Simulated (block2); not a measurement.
# CH3BCl (SMILES C[B]Cl): DMRG/ANO-RCC-MB, part 2 of 2

block2 0.5.4. The steps go on from the part before.

## (3) The singlet cation: a single-point energy at DMRG/ANO-RCC-MB

job.py reads:

```python
import numpy as np
from pyscf import cc, dft, gto, mcscf, mp, scf
from pyblock2._pyscf.ao2mo import integrals as itg
from pyblock2.driver.core import DMRGDriver, SymmetryTypes
from scipy.stats import linregress

mol = gto.M(atom="""
C
B 1 1.543797
Cl 2 1.72746 1 126.06889
H 1 1.099341 2 106.46066 3 -89.20157
H 1 1.094721 4 107.2451 2 -121.46559
H 1 1.091132 5 109.94783 4 115.48294
""", basis="ano-rcc-mb", charge=1, verbose=4, max_memory=2000)
print("nao: %d" % (mol.nao))
mf = scf.RHF(mol)
mf.conv_tol = 1e-10
mf.max_cycle = 200
mf.kernel()
if not mf.converged:
    mf = mf.newton().run(mf.mo_coeff, mf.mo_occ)
print(f"E(SCF): {mf.e_tot:.10f}")
ref = mf
pt = mp.MP2(ref, frozen=7).run()
mycc = cc.CCSD(ref, frozen=7)
mycc.max_cycle = 150
mycc.kernel()
print("MP2 total energy: %.10f" % (pt.e_tot))
if mycc.converged:
    print("CCSD total energy: %.10f" % (mycc.e_tot))
    print(f"CCSD(T) total energy: {mycc.e_tot + mycc.ccsd_t():.10f}")
    print("T1 diagnostic: %.4f" % (mycc.get_t1_diagnostic()))
ks = dft.RKS(mol, xc="r2scan").set(conv_tol=1e-9, verbose=3).run()
if ks.converged:
    print("E(r2SCAN): %.8f" % (ks.e_tot))
ks = dft.RKS(mol, xc="hse06").set(conv_tol=1e-9, verbose=3).run()
if ks.converged:
    print("E(HSE06): %.8f" % (ks.e_tot))
ks = dft.RKS(mol, xc="pbe").set(conv_tol=1e-9, verbose=3).run()
if ks.converged:
    print(f"E(PBE): {ks.e_tot:.8f}")
ks = dft.RKS(mol, xc="tpss").set(conv_tol=1e-9, verbose=3).run()
if ks.converged:
    print("E(TPSS): %.8f" % (ks.e_tot))
occ_no, mo = mcscf.addons.make_natural_orbitals(cc.CCSD(mf, frozen=7).run())
mf.mo_coeff = mo
ncas, n_elec, spin, ecore, h1e, g2e, orb_sym = itg.get_rhf_integrals(mf, ncore=7, ncas=15, pg_symm=False, g2e_symm=1)
drv = DMRGDriver(scratch="./tmp", symm_type=SymmetryTypes.SU2, stack_mem=1500 << 20, n_threads=1)
idx = drv.orbital_reordering(h1e, g2e, method="fiedler")
print("orbital order:", idx.tolist())
h1e = h1e[np.ix_(idx, idx)]
g2e = g2e[np.ix_(idx, idx, idx, idx)]
orb_sym = np.array(orb_sym)[idx]
drv.initialize_system(n_sites=ncas, n_elec=n_elec, spin=spin, orb_sym=orb_sym)
mpo = drv.get_qc_mpo(h1e=h1e, g2e=g2e, ecore=ecore, iprint=1)
occs = np.array([1.8] * 8 + [0.2] * 7)[idx]
mps = drv.get_random_mps(tag="GS", bond_dim=75, nroots=1, occs=occs)
bond_dims = [75] * 2 + [100] * 3
noises = [0.0001] * 2 + [1e-05] * 3 + [0]
thrds = [1e-09] * 5
e = drv.dmrg(mpo, mps, n_sweeps=11, tol=1e-07, bond_dims=bond_dims, noises=noises, thrds=thrds, iprint=1)
ms, dws, es = drv.get_dmrg_results()
print("discarded weight: %.3e" % (dws[-1]))
print("total energy: %.10f" % (e))
csf, coef = drv.get_csf_coefficients(mps, cutoff=0.08, iprint=1)
print("c0^2: %.4f" % (np.max(np.abs(coef)) ** 2))
mps = drv.adjust_mps(mps, dot=2)[0]
back = [90, 75, 60, 45]
drv.dmrg(mpo, mps, n_sweeps=4 * len(back), tol=0, bond_dims=[m for m in back for _ in range(4)], noises=[0] * (4 * len(back)), thrds=[1e-9] * (4 * len(back)), iprint=1)
ms, dws, es = drv.get_dmrg_results()
ms, dws, es = ms[3::4], dws[3::4], np.array(es)[3::4, 0]
fit = linregress(dws, es)
print("M values:", np.round(ms, 1).tolist())
print("discarded weights:", np.round(dws, 12).tolist())
print("E(M):", np.round(es, 9).tolist())
print(f"extrapolated energy: {fit.intercept:.8f}")
print("extrapolation error: %.3e" % (abs(fit.intercept - es.min()) / 5))
```

Command:

```
$ python job.py
```

Output:

```text
[INPUT] verbose = 4
[INPUT] num. atoms = 6
[INPUT] num. electrons = 30
[INPUT] charge = 1
[INPUT] spin (= nelec alpha-beta = 2S) = 0
[INPUT] symmetry False subgroup None
[INPUT] Mole.unit = angstrom
[INPUT] Symbol           X                Y                Z      unit          X                Y                Z       unit  Magmom
[INPUT]  1 C      0.000000000000   0.000000000000   0.000000000000 AA    0.000000000000   0.000000000000   0.000000000000 Bohr   0.0
[INPUT]  2 B      1.543797000000   0.000000000000   0.000000000000 AA    2.917353521925   0.000000000000   0.000000000000 Bohr   0.0
[INPUT]  3 Cl     2.560852125433   0.000000000000   1.396322643027 AA    4.839309162579   0.000000000000   2.638667376850 Bohr   0.0
[INPUT]  4 H     -0.311505901959  -1.054181614086   0.014691216706 AA   -0.588660840889  -1.992114536175   0.027762376011 Bohr   0.0
[INPUT]  5 H     -0.431412666667   0.478260311510   0.885191647789 AA   -0.815251786669   0.903781005003   1.672769782073 Bohr   0.0
[INPUT]  6 H     -0.425759242392   0.437622987917  -0.904314231552 AA   -0.804568363123   0.826987592978  -1.708906228180 Bohr   0.0

nuclear repulsion = 76.029339904647
number of shells = 9
number of NR pGTOs = 159
number of NR cGTOs = 22
basis = ano-rcc-mb
ecp = {}
CPU time:         0.92
nao: 22

******** <class 'pyscf.scf.hf.RHF'> ********
method = RHF
initial guess = minao
damping factor = 0
level_shift factor = 0
DIIS = <class 'pyscf.scf.diis.CDIIS'>
diis_start_cycle = 1
diis_space = 8
diis_damp = 0
SCF conv_tol = 1e-10
SCF conv_tol_grad = None
SCF max_cycles = 200
direct_scf = True
direct_scf_tol = 1e-13
chkfile to save SCF result = tmprznh9i9y
max_memory 2000 MB (current use 146 MB)
Set gradient conv threshold to 1e-05
Initial guess from minao.
init E= -523.747434136172
  HOMO = -0.401156961094494  LUMO = -0.0413622972175686  gap/eV = 9.79051
cycle= 1 E= -522.853257219179  delta_E= 0.894  |g|= 0.378  |ddm|= 2.94
  HOMO = -0.745452761532945  LUMO = -0.381664409504336  gap/eV = 9.89919
cycle= 2 E= -522.921004854302  delta_E= -0.0677  |g|= 0.148  |ddm|= 1.04
  HOMO = -0.785197776044871  LUMO = -0.310311882246138  gap/eV = 12.92230
cycle= 3 E= -522.931607327726  delta_E= -0.0106  |g|= 0.0314  |ddm|= 0.289
  HOMO = -0.77789224760573  LUMO = -0.306168176892928  gap/eV = 12.83627
cycle= 4 E= -522.932363131396  delta_E= -0.000756  |g|= 0.00605  |ddm|= 0.0954
  HOMO = -0.778547528676143  LUMO = -0.307260001350146  gap/eV = 12.82439
cycle= 5 E= -522.932410787179  delta_E= -4.77e-05  |g|= 0.00281  |ddm|= 0.0208
  HOMO = -0.778560756198873  LUMO = -0.30773283268739  gap/eV = 12.81188
cycle= 6 E= -522.932421871396  delta_E= -1.11e-05  |g|= 0.000845  |ddm|= 0.012
  HOMO = -0.778592761451424  LUMO = -0.307547964681233  gap/eV = 12.81778
cycle= 7 E= -522.932423021643  delta_E= -1.15e-06  |g|= 0.000161  |ddm|= 0.00432
  HOMO = -0.778585248716341  LUMO = -0.307575267443254  gap/eV = 12.81683
cycle= 8 E= -522.932423056757  delta_E= -3.51e-08  |g|= 2.34e-05  |ddm|= 0.0008
  HOMO = -0.778592239722267  LUMO = -0.307571307721882  gap/eV = 12.81713
cycle= 9 E= -522.932423057324  delta_E= -5.66e-10  |g|= 6.17e-06  |ddm|= 8.29e-05
  HOMO = -0.778593130598625  LUMO = -0.307571061909006  gap/eV = 12.81716
cycle= 10 E= -522.932423057373  delta_E= -4.96e-11  |g|= 1.29e-06  |ddm|= 3.06e-05
  HOMO = -0.778593036128644  LUMO = -0.307571132431139  gap/eV = 12.81716
Extra cycle  E= -522.932423057374  delta_E= -1.14e-12  |g|= 6.48e-07  |ddm|= 3.8e-06
converged SCF energy = -522.932423057374
E(SCF): -522.9324230574

******** <class 'pyscf.mp.mp2.RMP2'> ********
nocc = 8, nmo = 15
frozen orbitals 7
max_memory 2000 MB (current use 153 MB)
E(RMP2) = -523.032787261468  E_corr = -0.100364204093497
E(SCS-RMP2) = -523.037379087974  E_corr = -0.10495603059948
E_corr(same-spin) = -0.0178627088223657
E_corr(oppo-spin) = -0.0825014952711314

******** <class 'pyscf.cc.ccsd.CCSD'> ********
CC2 = 0
CCSD nocc = 8, nmo = 15
frozen orbitals 7
max_cycle = 150
direct = 0
conv_tol = 1e-07
conv_tol_normt = 1e-05
diis_space = 6
diis_start_cycle = 0
diis_start_energy_diff = 1e+09
max_memory 2000 MB (current use 153 MB)
Init t2, MP2 energy = -523.032787264304  E_corr(MP2) -0.100364206929498
Init E_corr(CCSD) = -0.10036420692983
cycle = 1  E_corr(CCSD) = -0.114486296073863  dE = -0.0141220891  norm(t1,t2) = 0.069665
cycle = 2  E_corr(CCSD) = -0.122245095629845  dE = -0.00775879956  norm(t1,t2) = 0.0241494
cycle = 3  E_corr(CCSD) = -0.12443390469728  dE = -0.00218880907  norm(t1,t2) = 0.014662
cycle = 4  E_corr(CCSD) = -0.126398028817982  dE = -0.00196412412  norm(t1,t2) = 0.0065228
cycle = 5  E_corr(CCSD) = -0.126148884559759  dE = 0.000249144258  norm(t1,t2) = 0.00252416
cycle = 6  E_corr(CCSD) = -0.126152064548141  dE = -3.17998838e-06  norm(t1,t2) = 0.000749951
cycle = 7  E_corr(CCSD) = -0.126165913764467  dE = -1.38492163e-05  norm(t1,t2) = 0.000295068
cycle = 8  E_corr(CCSD) = -0.126167187205734  dE = -1.27344127e-06  norm(t1,t2) = 8.61033e-05
cycle = 9  E_corr(CCSD) = -0.126168874722067  dE = -1.68751633e-06  norm(t1,t2) = 3.69191e-05
cycle = 10  E_corr(CCSD) = -0.126168782533258  dE = 9.21888094e-08  norm(t1,t2) = 8.52763e-06
CCSD converged
E(CCSD) = -523.0585918399076  E_corr = -0.1261687825332577
MP2 total energy: -523.0327872615
CCSD total energy: -523.0585918399
CCSD(T) correction = -0.00471841542417678
CCSD(T) total energy: -523.0633102553
T1 diagnostic: 0.0246
radial grids:
    Treutler-Ahlrichs [JCP 102, 346 (1995); DOI:10.1063/1.469408] (M4) radial grids

becke partition: Becke, JCP 88, 2547 (1988); DOI:10.1063/1.454033
pruning grids: <function nwchem_prune at 0x7f8a5537bb00>
grids dens level: 3
symmetrized grids: False
atomic radii adjust function: <function treutler_atomic_radii_adjust at 0x7f8a553ac0e0>
tot grids = 76472
converged SCF energy = -524.012587399365
E(r2SCAN): -524.01258740
radial grids:
    Treutler-Ahlrichs [JCP 102, 346 (1995); DOI:10.1063/1.469408] (M4) radial grids

becke partition: Becke, JCP 88, 2547 (1988); DOI:10.1063/1.454033
pruning grids: <function nwchem_prune at 0x7f8a5537bb00>
grids dens level: 3
symmetrized grids: False
atomic radii adjust function: <function treutler_atomic_radii_adjust at 0x7f8a553ac0e0>
tot grids = 76472
converged SCF energy = -523.873367284949
E(HSE06): -523.87336728
radial grids:
    Treutler-Ahlrichs [JCP 102, 346 (1995); DOI:10.1063/1.469408] (M4) radial grids

becke partition: Becke, JCP 88, 2547 (1988); DOI:10.1063/1.454033
pruning grids: <function nwchem_prune at 0x7f8a5537bb00>
grids dens level: 3
symmetrized grids: False
atomic radii adjust function: <function treutler_atomic_radii_adjust at 0x7f8a553ac0e0>
tot grids = 76472
converged SCF energy = -523.806018052683
E(PBE): -523.80601805
radial grids:
    Treutler-Ahlrichs [JCP 102, 346 (1995); DOI:10.1063/1.469408] (M4) radial grids

becke partition: Becke, JCP 88, 2547 (1988); DOI:10.1063/1.454033
pruning grids: <function nwchem_prune at 0x7f8a5537bb00>
grids dens level: 3
symmetrized grids: False
atomic radii adjust function: <function treutler_atomic_radii_adjust at 0x7f8a553ac0e0>
tot grids = 76472
converged SCF energy = -524.11968830583
E(TPSS): -524.11968831

******** <class 'pyscf.cc.ccsd.CCSD'> ********
CC2 = 0
CCSD nocc = 8, nmo = 15
frozen orbitals 7
max_cycle = 50
direct = 0
conv_tol = 1e-07
conv_tol_normt = 1e-05
diis_space = 6
diis_start_cycle = 0
diis_start_energy_diff = 1e+09
max_memory 2000 MB (current use 169 MB)
Init t2, MP2 energy = -523.032787264304  E_corr(MP2) -0.100364206929498
Init E_corr(CCSD) = -0.10036420692983
cycle = 1  E_corr(CCSD) = -0.114486296073863  dE = -0.0141220891  norm(t1,t2) = 0.069665
cycle = 2  E_corr(CCSD) = -0.122245095629845  dE = -0.00775879956  norm(t1,t2) = 0.0241494
cycle = 3  E_corr(CCSD) = -0.12443390469728  dE = -0.00218880907  norm(t1,t2) = 0.014662
cycle = 4  E_corr(CCSD) = -0.126398028817982  dE = -0.00196412412  norm(t1,t2) = 0.0065228
cycle = 5  E_corr(CCSD) = -0.126148884559759  dE = 0.000249144258  norm(t1,t2) = 0.00252416
cycle = 6  E_corr(CCSD) = -0.126152064548141  dE = -3.17998838e-06  norm(t1,t2) = 0.000749951
cycle = 7  E_corr(CCSD) = -0.126165913764467  dE = -1.38492163e-05  norm(t1,t2) = 0.000295068
cycle = 8  E_corr(CCSD) = -0.126167187205734  dE = -1.27344127e-06  norm(t1,t2) = 8.61033e-05
cycle = 9  E_corr(CCSD) = -0.126168874722067  dE = -1.68751633e-06  norm(t1,t2) = 3.69191e-05
cycle = 10  E_corr(CCSD) = -0.126168782533258  dE = 9.21888094e-08  norm(t1,t2) = 8.52763e-06
CCSD converged
E(CCSD) = -523.0585918399076  E_corr = -0.1261687825332577
cycle = 1  norm(lambda1,lambda2) = 0.0412158
cycle = 2  norm(lambda1,lambda2) = 0.0105409
cycle = 3  norm(lambda1,lambda2) = 0.00602898
cycle = 4  norm(lambda1,lambda2) = 0.00291234
cycle = 5  norm(lambda1,lambda2) = 0.000994923
cycle = 6  norm(lambda1,lambda2) = 0.000337439
cycle = 7  norm(lambda1,lambda2) = 0.000148043
cycle = 8  norm(lambda1,lambda2) = 4.00756e-05
cycle = 9  norm(lambda1,lambda2) = 1.67405e-05
cycle = 10  norm(lambda1,lambda2) = 4.13463e-06
orbital order: [11, 4, 12, 5, 13, 10, 2, 14, 6, 8, 9, 7, 1, 0, 3]
integral symmetrize error =  0.0
integral cutoff error =  0.0
mpo terms =      28896

Build MPO | Nsites =    15 | Nterms =      28896 | Algorithm = FastBIP | Cutoff = 1.00e-20
 Site =     0 /    15 .. Mmpo =    14 DW = 0.00e+00 NNZ =       14 SPT = 0.0000 Tmvc = 0.002 T = 0.004
 Site =     1 /    15 .. Mmpo =    50 DW = 0.00e+00 NNZ =       56 SPT = 0.9200 Tmvc = 0.002 T = 0.005
 Site =     2 /    15 .. Mmpo =    74 DW = 0.00e+00 NNZ =      828 SPT = 0.7762 Tmvc = 0.002 T = 0.006
 Site =     3 /    15 .. Mmpo =   104 DW = 0.00e+00 NNZ =      954 SPT = 0.8760 Tmvc = 0.002 T = 0.007
 Site =     4 /    15 .. Mmpo =   142 DW = 0.00e+00 NNZ =     1422 SPT = 0.9037 Tmvc = 0.002 T = 0.007
 Site =     5 /    15 .. Mmpo =   188 DW = 0.00e+00 NNZ =     1915 SPT = 0.9283 Tmvc = 0.002 T = 0.008
 Site =     6 /    15 .. Mmpo =   242 DW = 0.00e+00 NNZ =     2394 SPT = 0.9474 Tmvc = 0.002 T = 0.008
 Site =     7 /    15 .. Mmpo =   242 DW = 0.00e+00 NNZ =    12779 SPT = 0.7818 Tmvc = 0.002 T = 0.015
 Site =     8 /    15 .. Mmpo =   188 DW = 0.00e+00 NNZ =     2398 SPT = 0.9473 Tmvc = 0.001 T = 0.005
 Site =     9 /    15 .. Mmpo =   142 DW = 0.00e+00 NNZ =     1913 SPT = 0.9283 Tmvc = 0.001 T = 0.004
 Site =    10 /    15 .. Mmpo =   104 DW = 0.00e+00 NNZ =     1418 SPT = 0.9040 Tmvc = 0.000 T = 0.003
 Site =    11 /    15 .. Mmpo =    74 DW = 0.00e+00 NNZ =      948 SPT = 0.8768 Tmvc = 0.000 T = 0.002
 Site =    12 /    15 .. Mmpo =    50 DW = 0.00e+00 NNZ =      826 SPT = 0.7768 Tmvc = 0.000 T = 0.001
 Site =    13 /    15 .. Mmpo =    14 DW = 0.00e+00 NNZ =       56 SPT = 0.9200 Tmvc = 0.000 T = 0.000
 Site =    14 /    15 .. Mmpo =     1 DW = 0.00e+00 NNZ =       14 SPT = 0.0000 Tmvc = 0.000 T = 0.000
Ttotal =      0.074 Tmvc-total = 0.019 MPO bond dimension =   242 MaxDW = 0.00e+00
NNZ =        27935 SIZE =       256704 SPT = 0.8912

Rank =     0 Ttotal =      0.075 MPO method = FastBipartite bond dimension =     242 NNZ =        27935 SIZE =       256704 SPT = 0.8912

Sweep =    0 | Direction =  forward | Bond dimension =   75 | Noise =  1.00e-04 | Dav threshold =  1.00e-09
Time elapsed =      1.695 | E =    -523.0458489556 | DW = 3.75449e-06

Sweep =    1 | Direction = backward | Bond dimension =   75 | Noise =  1.00e-04 | Dav threshold =  1.00e-09
Time elapsed =      3.395 | E =    -523.0609330912 | DE = -1.51e-02 | DW = 5.38451e-05

Sweep =    2 | Direction =  forward | Bond dimension =  100 | Noise =  1.00e-05 | Dav threshold =  1.00e-09
Time elapsed =      5.362 | E =    -523.0626607494 | DE = -1.73e-03 | DW = 3.49494e-05

Sweep =    3 | Direction = backward | Bond dimension =  100 | Noise =  1.00e-05 | Dav threshold =  1.00e-09
Time elapsed =      7.609 | E =    -523.0629177460 | DE = -2.57e-04 | DW = 4.78072e-05

Sweep =    4 | Direction =  forward | Bond dimension =  100 | Noise =  1.00e-05 | Dav threshold =  1.00e-09
Time elapsed =      9.792 | E =    -523.0629752376 | DE = -5.75e-05 | DW = 5.20399e-05

Sweep =    5 | Direction = backward | Bond dimension =  100 | Noise =  0.00e+00 | Dav threshold =  1.00e-08
Time elapsed =     11.769 | E =    -523.0629867909 | DE = -1.16e-05 | DW = 5.08550e-05

Sweep =    6 | Direction =  forward | Bond dimension =  100 | Noise =  0.00e+00 | Dav threshold =  1.00e-08
Time elapsed =     13.767 | E =    -523.0629931158 | DE = -6.32e-06 | DW = 5.13780e-05

Sweep =    7 | Direction = backward | Bond dimension =  100 | Noise =  0.00e+00 | Dav threshold =  1.00e-08
Time elapsed =     15.759 | E =    -523.0629933496 | DE = -2.34e-07 | DW = 5.14486e-05

Sweep =    8 | Direction =  forward | Bond dimension =  100 | Noise =  0.00e+00 | Dav threshold =  1.00e-08
Time elapsed =     17.918 | E =    -523.0629939590 | DE = -6.09e-07 | DW = 5.15217e-05

Sweep =    9 | Direction = backward | Bond dimension =  100 | Noise =  0.00e+00 | Dav threshold =  1.00e-08
Time elapsed =     19.898 | E =    -523.0629941039 | DE = -1.45e-07 | DW = 5.15770e-05

Sweep =   10 | Direction =  forward | Bond dimension =  100 | Noise =  0.00e+00 | Dav threshold =  1.00e-08
Time elapsed =     21.999 | E =    -523.0629942033 | DE = -9.94e-08 | DW = 5.15745e-05

discarded weight: 5.157e-05
total energy: -523.0629942033
mps center changed (temporarily)
DTRIE T =      0.001
Number of CSF =          2 (cutoff =      0.08)
Sum of weights of included CSF =    0.915170449406162

CSF          0 020200202002222  =    0.952069112361570
CSF          1 020200202200222  =   -0.093460444537863
c0^2: 0.9064

Sweep =    0 | Direction = backward | Bond dimension =   90 | Noise =  0.00e+00 | Dav threshold =  1.00e-09
Time elapsed =      1.990 | E =    -523.0629326978 | DW = 6.98056e-05

Sweep =    1 | Direction =  forward | Bond dimension =   90 | Noise =  0.00e+00 | Dav threshold =  1.00e-09
Time elapsed =      3.833 | E =    -523.0628042994 | DE = 1.28e-04 | DW = 6.32667e-05

Sweep =    2 | Direction = backward | Bond dimension =   90 | Noise =  0.00e+00 | Dav threshold =  1.00e-09
Time elapsed =      5.641 | E =    -523.0628037704 | DE = 5.29e-07 | DW = 6.22366e-05

Sweep =    3 | Direction =  forward | Bond dimension =   90 | Noise =  0.00e+00 | Dav threshold =  1.00e-09
Time elapsed =      7.434 | E =    -523.0628049173 | DE = -1.15e-06 | DW = 6.20664e-05

Sweep =    4 | Direction = backward | Bond dimension =   75 | Noise =  0.00e+00 | Dav threshold =  1.00e-09
Time elapsed =      8.972 | E =    -523.0627058738 | DE = 9.90e-05 | DW = 1.01632e-04

Sweep =    5 | Direction =  forward | Bond dimension =   75 | Noise =  0.00e+00 | Dav threshold =  1.00e-09
Time elapsed =     10.405 | E =    -523.0623789591 | DE = 3.27e-04 | DW = 8.29390e-05

Sweep =    6 | Direction = backward | Bond dimension =   75 | Noise =  0.00e+00 | Dav threshold =  1.00e-09
Time elapsed =     11.877 | E =    -523.0623712828 | DE = 7.68e-06 | DW = 7.88820e-05

Sweep =    7 | Direction =  forward | Bond dimension =   75 | Noise =  0.00e+00 | Dav threshold =  1.00e-09
Time elapsed =     13.309 | E =    -523.0623737454 | DE = -2.46e-06 | DW = 7.82164e-05

Sweep =    8 | Direction = backward | Bond dimension =   60 | Noise =  0.00e+00 | Dav threshold =  1.00e-09
Time elapsed =     14.443 | E =    -523.0622221095 | DE = 1.52e-04 | DW = 1.41934e-04

Sweep =    9 | Direction =  forward | Bond dimension =   60 | Noise =  0.00e+00 | Dav threshold =  1.00e-09
Time elapsed =     15.413 | E =    -523.0616719674 | DE = 5.50e-04 | DW = 1.06618e-04

Sweep =   10 | Direction = backward | Bond dimension =   60 | Noise =  0.00e+00 | Dav threshold =  1.00e-09
Time elapsed =     16.375 | E =    -523.0616703678 | DE = 1.60e-06 | DW = 1.03214e-04

Sweep =   11 | Direction =  forward | Bond dimension =   60 | Noise =  0.00e+00 | Dav threshold =  1.00e-09
Time elapsed =     17.381 | E =    -523.0616702339 | DE = 1.34e-07 | DW = 9.92139e-05

Sweep =   12 | Direction = backward | Bond dimension =   45 | Noise =  0.00e+00 | Dav threshold =  1.00e-09
Time elapsed =     18.281 | E =    -523.0614977035 | DE = 1.73e-04 | DW = 2.23514e-04

Sweep =   13 | Direction =  forward | Bond dimension =   45 | Noise =  0.00e+00 | Dav threshold =  1.00e-09
Time elapsed =     19.036 | E =    -523.0603668276 | DE = 1.13e-03 | DW = 1.56273e-04

Sweep =   14 | Direction = backward | Bond dimension =   45 | Noise =  0.00e+00 | Dav threshold =  1.00e-09
Time elapsed =     19.856 | E =    -523.0603820851 | DE = -1.53e-05 | DW = 1.51135e-04

Sweep =   15 | Direction =  forward | Bond dimension =   45 | Noise =  0.00e+00 | Dav threshold =  1.00e-09
Time elapsed =     20.610 | E =    -523.0603862766 | DE = -4.19e-06 | DW = 1.50361e-04

M values: [90, 75, 60, 45]
discarded weights: [6.2066378e-05, 7.8216376e-05, 9.9213906e-05, 0.00015036107]
E(M): [-523.062804917, -523.062373745, -523.061670234, -523.060386277]
extrapolated energy: -523.06448789
extrapolation error: 3.366e-04
```

Wall time 71 s (1 thread of Intel Xeon Platinum 8488C (Sapphire Rapids), shared host); peak memory 0.36 GiB.

## (4) Outcome

This closing draws on all 2 parts.

Level: DMRG/ANO-RCC-MB, 7 core orbitals frozen.

| quantity | value |
| --- | --- |
| run 1, DMRG/ANO-RCC-MB: total energy | -523.38329 Eh |
| run 1, DMRG/ANO-RCC-MB: dipole moment (of the density that the program reports) | 1.28 D |
| singlet cation: total energy | -523.06299 Eh |
| singlet cation: T1 diagnostic of the CCSD step | 0.025 |
| vertical ionisation energy (to the singlet cation) | 8.716 eV |

The vertical ionisation energy comes to 8.72 eV (201 kcal/mol). Only the singlet of the ionised species was computed; a triplet could lie lower. In a minimal basis such a difference can be off by several eV, whatever the method. The basis (run 1, DMRG/ANO-RCC-MB) was made for a relativistic Hamiltonian, but the run is non-relativistic. The T1 diagnostic (singlet cation) of 0.025 is above the customary mark for such species, so a single reference may not serve. The basis (singlet cation) was made for a relativistic Hamiltonian, but the run is non-relativistic.
